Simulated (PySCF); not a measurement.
Converging BP in the basis (CCSD(T))

PySCF, ROHF reference; triplet, unpaired electrons σ ↑, π ↑; De to B + P without counterpoise correction. Frozen cores follow the default of each basis and core potential.

```tsv
basis	relativity	functions	Re (Å)	ωe (cm⁻¹)	De (eV)	frozen orbitals
STO-3G	no relativity	14	1.699	1127	n/a	6
x2c-SVPall	spin-free X2C	32	1.761	958	2.91	6
cc-pVTZ/cc-pV(T+d)Z	no relativity	69	1.756	936	3.09	6
x2c-TZVPPall	spin-free X2C	73	1.754	940	3.11	6
def2-TZVPPD	no relativity	85	1.755	939	3.13	6
```

Problem. How does each smaller set differ from the one with most functions, def2-TZVPPD?

Solution. STO-3G: -5.6 pm, +20.0 % in ωe; x2c-SVPall: +0.6 pm, +2.0 % in ωe, -0.22 eV in De; cc-pVTZ/cc-pV(T+d)Z: +0.1 pm, -0.3 % in ωe, -0.04 eV in De; x2c-TZVPPall: -0.1 pm, +0.1 % in ωe, -0.02 eV in De. All at CCSD(T); the set with most functions is neither the basis-set limit nor always the best. The rows treat relativity differently, so the differences are not basis effects alone.

Correlated steps freeze 6 core orbitals. Correlated levels converge slowly with the basis: in double zeta they bind strong bonds too weakly, by up to about 1 eV, and carry superposition errors of some tenths. STO-3G is very small, so such numbers show the basis as much as the molecule. The state is the lowest determinant that a PBE0 search found; another state may lie lower at other levels.
